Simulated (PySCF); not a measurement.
**CCl₄ + F₂ → CF₂ + 2 Cl₂**

Level: PBE0 in the def2-TZVP basis family, all electrons, no relativity, computed in PySCF with density fitting; open shells unrestricted.

| species | state and structure | E (Eh) | ZPE (kJ/mol) | H(298 K) − H(0) (kJ/mol) | S° (J/(mol K)) |
| --- | --- | --- | --- | --- | --- |
| CCl₄ | singlet, Td, C–Cl 1.763 Å (×4) | -1878.30320 | 25.4 | 17.1 | 308.9 |
| F₂ | singlet, D∞h, F–F 1.376 Å | -199.40856 | 6.6 | 8.7 | 201.9 |
| CF₂ | singlet, C2v, C–F 1.296 Å (×2); F–C–F 104.8° | -237.56926 | 18.6 | 10.3 | 240.6 |
| Cl₂ | singlet, D∞h, Cl–Cl 1.982 Å | -920.08940 | 3.5 | 9.1 | 222.5 |

What is the electronic reaction energy?

At PBE0/def2-TZVP, ΔE = -95.3 kJ/mol from the differences of the total energies times 2625.5, downhill. Fluorination of this kind underlies dry etching and chamber cleaning.

Add zero-point, thermal and entropy terms for 298.15 K and 1 bar.

ΔZPE = -6.4 and Δ[H(298) − H(0)] = 2.7 kJ/mol give ΔH° = -99.0 kJ/mol. ΔS° = 174.8 J/(mol K), so ΔG° = -99.0 − 298.15 × (0.1748) = -151 kJ/mol.

Only the bonding shown was studied: isomers, or loss of a ligand pair, can lie lower.
